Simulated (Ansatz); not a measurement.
Results of LDA in Ansatz (plane waves, PAW) for 1T (CdI2-type) HfS₂.

Settings: plane-wave cutoff 520 eV, 12×12×6 k mesh (along the axes of the cell as run), perturbation theory, force constants from a 6×6×2 q mesh, scalar-relativistic PAW data made under PBE.

Computed at the level's own relaxed cell. Harmonic vibrational thermodynamics at fixed volume:

```json
[
 {"T (K)": "0", "S_vib (J/K per mol of atoms)": "0.00", "C_V (J/K per mol of atoms)": "0.00", "F_vib (eV/atom)": "0.0396"},
 {"T (K)": "200", "S_vib (J/K per mol of atoms)": "___", "C_V (J/K per mol of atoms)": "___", "F_vib (eV/atom)": "___"},
 {"T (K)": "500", "S_vib (J/K per mol of atoms)": "___", "C_V (J/K per mol of atoms)": "___", "F_vib (eV/atom)": "___"},
 {"T (K)": "600", "S_vib (J/K per mol of atoms)": "___", "C_V (J/K per mol of atoms)": "___", "F_vib (eV/atom)": "___"},
 {"T (K)": "700", "S_vib (J/K per mol of atoms)": "___", "C_V (J/K per mol of atoms)": "___", "F_vib (eV/atom)": "___"},
 {"T (K)": "800", "S_vib (J/K per mol of atoms)": "___", "C_V (J/K per mol of atoms)": "___", "F_vib (eV/atom)": "___"},
 {"T (K)": "900", "S_vib (J/K per mol of atoms)": "___", "C_V (J/K per mol of atoms)": "___", "F_vib (eV/atom)": "___"}
]
```

Some entries are withheld; supply them.


- 200, S_vib (J/K per mol of atoms): 21.09
- 200, C_V (J/K per mol of atoms): 20.07
- 200, F_vib (eV/atom): 0.0195
- 500, S_vib (J/K per mol of atoms): 41.73
- 500, C_V (J/K per mol of atoms): 24.03
- 500, F_vib (eV/atom): -0.0822
- 600, S_vib (J/K per mol of atoms): 46.14
- 600, C_V (J/K per mol of atoms): 24.30
- 600, F_vib (eV/atom): -0.1278
- 700, S_vib (J/K per mol of atoms): 49.90
- 700, C_V (J/K per mol of atoms): 24.47
- 700, F_vib (eV/atom): -0.1776
- 800, S_vib (J/K per mol of atoms): 53.17
- 800, C_V (J/K per mol of atoms): 24.58
- 800, F_vib (eV/atom): -0.2310
- 900, S_vib (J/K per mol of atoms): 56.07
- 900, C_V (J/K per mol of atoms): 24.65
- 900, F_vib (eV/atom): -0.2877

The crystal is taken as a harmonic solid at every temperature: melting, phase changes and thermal expansion are not seen.

Ansatz is a quantum-chemistry and plane-wave program.
